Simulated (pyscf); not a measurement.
Thermochemistry of product channels of F–In(F)–F + H atom (H•) on the doublet surface, in kcal/mol, from CCSD(T)/def2-TZVPP + ΔMP2(QZVPP) energies (ideal gas, 1 atm, RRHO with modes under 100 cm⁻¹ raised to 100, one conformer, R ln 2 for rigid chiral ones). PySCF, gas phase, ωB97X-D3(BJ)/def2-SVP geometries. MP2 and CC: frozen core, UHF for open shells. ΔMP2 is the change of the MP2 total energy from the triple- to the quadruple-zeta basis.

```tsv
products	ΔE	ΔH(298 K)	ΔG(900 K)	ΔG(1200 K)
hydrogen fluoride (HF) + [F–In–F]•	(withheld)	-32.3	-39.9	-41.5
F atom (F•) + F–InH–F	(withheld)	+32.9	+29.6	+28.8
```

Q: What belongs in the gaps?

A: 
- hydrogen fluoride (HF) + [F–In–F]•, ΔE: -36.5
- F atom (F•) + F–InH–F, ΔE: +30.8

These are energies of the channels, which say nothing of barriers. The CCSD(T) − MP2 part came from Ansatz, without density fitting, on the same reference. The frozen core leaves the outer d or s,p core shells of the metals and heavy elements correlated in the MP2 and CC values, and def2-TZVPP describes them poorly, which can shift differences by a few kcal/mol. Left out: orbital degeneracy and the spin-orbit lowering of F. Elements past Kr carry the def2 core potentials, without spin-orbit coupling.
